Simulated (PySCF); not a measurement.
**ClF3: changing the method**

Aim: see what other levels and later steps give for ClF3.

The runs use PySCF 2.14.0; each script names its method and basis.

### Step 1. The starting structure

ClF3: 4 atoms, charge 0, spin multiplicity 1.

Bond lengths: Cl1–F2 1.631 Å, Cl1–F3 1.716 Å, Cl1–F4 1.716 Å. Angles: F2–Cl1–F3 86.9°, F2–Cl1–F4 86.9°, F3–Cl1–F4 173.8°.

### Step 2. Base script

input.py

```python
from pyscf import gto, scf

mol = gto.M(
    atom='Cl 0 0 -0.3757; F 0 0 1.2549; F 1.7138 0 -0.2825; F -1.7138 0 -0.2825',
    basis='minao',
    charge=0,
    spin=0,
    verbose=4,
)
mf = scf.RHF(mol)
mf.kernel()
mf.stability(internal=True, external=True)
mf.dip_moment()
print('orbital energies (hartree):', mf.mo_energy[..., max(0, mol.nelec[1]-3):mol.nelec[0]+3].round(4))
```

Started as:

```bash
$ OMP_NUM_THREADS=1 python input.py
```

### Step 3. TDHF

Variant 1 changes step after the SCF: stability → tddft; number of roots: none → 8.

input.py, as its differences from that of step 2:

```diff
@@ -1,2 +1,2 @@
-from pyscf import gto, scf
+from pyscf import gto, scf, tdscf
 
@@ -11,3 +11,6 @@
 mf.kernel()
-mf.stability(internal=True, external=True)
+td = tdscf.TDHF(mf)
+td.nstates = 8
+td.kernel()
+td.analyze()
 mf.dip_moment()
```

### Step 4. Geometry optimisation

Variant 2 changes step after the SCF: stability → optimize.

input.py

```python
from pyscf import gto, scf
from pyscf.geomopt.geometric_solver import optimize

mol = gto.M(
    atom='Cl 0 0 -0.3757; F 0 0 1.2549; F 1.7138 0 -0.2825; F -1.7138 0 -0.2825',
    basis='minao',
    charge=0,
    spin=0,
    verbose=4,
)
mf = scf.RHF(mol)
mf.kernel()
mol_eq = optimize(mf, maxsteps=30)
print('optimised geometry (angstrom)')
print(mol_eq.tostring('raw'))
print('orbital energies (hartree):', mf.mo_energy[..., max(0, mol.nelec[1]-3):mol.nelec[0]+3].round(4))
```

### Step 5. Population analysis

Variant 3 changes step after the SCF: stability → analyze.

input.py, as its differences from that of step 2:

```diff
@@ -11,4 +11,3 @@
 mf.kernel()
-mf.stability(internal=True, external=True)
-mf.dip_moment()
+mf.analyze()
 print('orbital energies (hartree):', mf.mo_energy[..., max(0, mol.nelec[1]-3):mol.nelec[0]+3].round(4))
```

### Step 6. Frequency run

Variant 4 changes step after the SCF: stability → frequency.

input.py, as its differences from that of step 2:

```diff
@@ -1,2 +1,3 @@
 from pyscf import gto, scf
+from pyscf.hessian import thermo
 
@@ -11,3 +12,4 @@
 mf.kernel()
-mf.stability(internal=True, external=True)
+hess = mf.Hessian().kernel()
+print('wavenumber (cm^-1) =', thermo.harmonic_analysis(mol, hess)['freq_wavenumber'].round(1))
 mf.dip_moment()
```

### Step 7. Bp86 (RKS)

Variant 5 changes functional: none (Hartree–Fock) → bp86; SCF type: RHF → RKS; step after the SCF: stability → analyze.

input.py

```python
from pyscf import gto, dft

mol = gto.M(
    atom='Cl 0 0 -0.3757; F 0 0 1.2549; F 1.7138 0 -0.2825; F -1.7138 0 -0.2825',
    basis='minao',
    charge=0,
    spin=0,
    verbose=4,
)
mf = dft.RKS(mol, xc='bp86')
mf.kernel()
mf.analyze()
print('orbital energies (hartree):', mf.mo_energy[..., max(0, mol.nelec[1]-3):mol.nelec[0]+3].round(4))
```

### Step 8. MP2

Variant 6 changes step after the SCF: stability → mp2; frozen orbitals: none → 8.

input.py, as its differences from that of step 2:

```diff
@@ -1,2 +1,2 @@
-from pyscf import gto, scf
+from pyscf import gto, scf, mp
 
@@ -11,3 +11,3 @@
 mf.kernel()
-mf.stability(internal=True, external=True)
+mp.MP2(mf, frozen=8).kernel()
 mf.dip_moment()
```

Before running it: what results should come out? Wanted: for each run, E(SCF); from base; gap; SCF dipole; after the SCF.

**Answer**, as computed:

```tsv
run	E(SCF) (hartree)	from base (eV)	cycles	gap (eV)	SCF dipole (D)	after the SCF
base	-757.307493	0	10	12.02	0.56	unstable: RHF/RKS -> UHF/UKS
TDHF	-757.307493	0.0000	10	12.02	0.56	lowest root found 4.76 eV
geometry optimisation	-757.307493	0.0000	10	12.02	n/a	-1.798 eV
population analysis	-757.307493	0.0000	10	12.02	0.56	n/a
frequency run	-757.307493	0.0000	10	12.02	0.56	n/a
bp86 (RKS)	-759.410660	not comparable	10	2.13	0.80	n/a
MP2	-757.307493	0.0000	10	12.02	0.56	MP2 correlation -2.591 eV, core frozen
```

SCF columns refer to the geometry typed in the script.

**Reading.** A lower total energy from another functional means nothing by itself. The dearest run is “geometry optimisation”, at 18 s against 1.7 s.
